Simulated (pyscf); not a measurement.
Single points on ωB97X-D3(BJ)/def2-SVP structures (PySCF, gas phase).

SMILES: CC(F)(F)F
```xyz
8

C      0.2816    -0.0518    -0.4507
C      0.3141     1.4300    -0.1917
F      0.6444     1.7018     1.0816
F     -0.8810     1.9982    -0.4235
F      1.2106     2.0488    -0.9781
H      0.0090    -0.2323    -1.4990
H     -0.4610    -0.5206     0.2085
H      1.2733    -0.4784    -0.2498
```

Question: List the bond dissociation enthalpies at 298 K of H₃C–C(F)(F)–F from ωB97M-D3(BJ)/def2-TZVP, from the weakest bond up.

Answer: C–C to CH₃• + F–C•(F)–F: 102.8 kcal/mol; C–H to •H₂C–C(F)(F)–F + H•: 105.5 kcal/mol; C–F to H₃C–C•(F)–F + F•: 126.5 kcal/mol. Ring and multiple bonds, and those that leave no two simple radicals, are not listed. Other isomers of •H₂C–C(F)(F)–F, H₃C–C•(F)–F were not searched in full and may lie lower. Left out: the spin-orbit lowering of F.
